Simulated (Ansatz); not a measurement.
A calculation with Ansatz (development build ahead of 0.2.0).

```yaml
crystal:
  periodic: [false, false, false]
  atoms:
    - { symbol: "N", position_ang: [0.01716, -0.04139, -0.10867] }
    - { symbol: H, position_ang: [0.01863, -0.00725, 0.96176] }
basis:
  gaussian: { orbitals: STO-3G }
magnetization:
  spin_polarized: true
  initial_magnetization: 2
hamiltonian:
  xc: hf
```

The input is written out in the form of the current development build from the run's settings.

Results

```yaml
Converged: yes
Total_energy: -54.26368 hartree
Spin_squared_of_the_determinant: 2.014
```
